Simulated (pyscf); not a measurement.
# Four-centre exchange: `[SiH3][AsH2]` + `[H][H]` → `[SiH3][AsH2]` + `[H][H]`

Gas phase, singlet surface, charge 0. Bonds broken: Si2–H5, H8–H9. Bonds formed: Si2–H8, H5–H9. Structures and frequencies: ωB97X-D3(BJ)/def2-SVP in PySCF.

Transition state (Å):

```xyz
9

As     1.4165     0.1605    -0.5232
Si    -0.5184    -0.1378     0.8118
H      0.8670     1.4885    -1.0193
H      0.8586    -0.5962    -1.7203
H     -1.9320     0.8279     1.2154
H     -0.3875    -0.9104     2.0736
H     -1.4565    -0.9160    -0.0874
H      0.0549     1.2921     1.6366
H     -1.0558     1.2664     1.4894
```

One imaginary mode, 1835i cm⁻¹; descent along it reached the two sides named.

```tsv
bond	change	reactant side (Å)	saddle	product side
Si2–H5	breaks	1.491	1.759	3.4
H8–H9	breaks	0.760	1.121	3.1
Si2–H8	forms	3.6	1.747	1.491
H5–H9	forms	2.8	1.017	0.760
```

Electronic energies relative to the separated reactants (kcal/mol):

```csv
level,barrier,reaction energy,reverse barrier
ωB97X-D3(BJ)/def2-TZVP,69.3,0.0,69.3
PBE/def2-TZVP,61.3,0.0,61.3
r²SCAN/def2-TZVP,64.3,0.0,64.3
B3LYP-D3(BJ)/def2-TZVP,67.7,0.0,67.7
PBE0-D3(BJ)/def2-TZVP,63.8,0.0,63.8
M06-2X/def2-TZVP,71.1,0.0,71.1
ωB97M-D3(BJ)/def2-TZVP,68.4,0.0,68.4
HF/def2-TZVP,84.9,0.0,84.9
```

With ωB97M-D3(BJ)/def2-TZVP energies and thermal terms (ideal gas, 1 atm, RRHO with modes under 100 cm⁻¹ raised to 100, one conformer, R ln 2 for chiral ones without a mode under 150 cm⁻¹), in kcal/mol:

```csv
T (K),ΔH‡,ΔG‡,ΔH,ΔG
298,68.6,77.0,0.0,0.0
600,67.7,85.9,0.0,0.0
900,67.5,95.1,0.0,0.0
1200,67.7,104.2,0.0,0.0
```

At the saddle there is also a short H–Si contact that neither side keeps. This is the saddle that the search found; another between the same sides may lie lower. Elements up to Kr have no core potential and no relativistic terms here.
